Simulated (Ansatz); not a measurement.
**H2S (triplet): from Hartree-Fock to the top rungs, def2-QZVPP**

One table from this session's results is given with a row withheld; the runs are named, their logs left out.

Program: Ansatz 0.2.0, Gaussian basis. Level of theory: def2-QZVPP, core rule «outside noble gas», up to 5 orbitals frozen. These are calculated values, not measurements.

Plan: UHF; ROHF; CCSD(T) on UHF.

5 further runs of the same task are left out: 1 that didn't finish, 4 set aside as unsound or not needed.

### The system

The geometry is a PBE0/def2-TZVP stationary point (not a proven minimum) of the parent state, kept for this charge and spin.

3 atoms, charge 0, spin multiplicity 3.

Atoms are counted from 1 here; the program's logs count them from 0.

Bond lengths: S1–H2 1.341 Å, S1–H3 1.341 Å. Angles: H2–S1–H3 92.3°.

Coordinates:

```xyz
3
charge 0, multiplicity 3
S     0.0000   -0.0550    0.0000
H     0.0000    0.8742   -0.9672
H     0.0000    0.8742    0.9672
```

Set-up of the first run:

File in.yaml:

```yaml
crystal:
  periodic: [false, false, false]
  atoms:
    - {symbol: S, position_ang: [0.000000, -0.054959, 0.000000]}
    - {symbol: H, position_ang: [0.000000, 0.874191, -0.967203]}
    - {symbol: H, position_ang: [0.000000, 0.874188, 0.967205]}
basis:
  gaussian: {orbitals: "def2-QZVPP.json"}
magnetization: {spin_polarized: true, initial_magnetization: 2}
hamiltonian: {xc: hf}
output: {orbitals: {seedname: orbitals}}
```

On the command line:

```console
$ ansatz run in.yaml --threads 1 --pin off --events-out ev --progress --plain --max-ram 2393MiB
```

Among the steps run: UHF; ROHF; CCSD(T) on UHF.

One of the session's tables, all rows but one given; the rest of the session is left out.

It belongs to the step «Misses and costs». 

| method | from UCCSD(T) (kJ/mol) |
| --- | --- |
| ROHF | +589.9 |
| UHF | +571.1 |
| UMP2 | ? |
| UCCSD | +21.4 |
| UCCSD(T) | 0 |

Estimate the missing values for UMP2.

The run gave: from UCCSD(T) (kJ/mol): +90.2. In the column «from UCCSD(T) (kJ/mol)» it lies between UCCSD (+21.4) and UHF (+571.1).
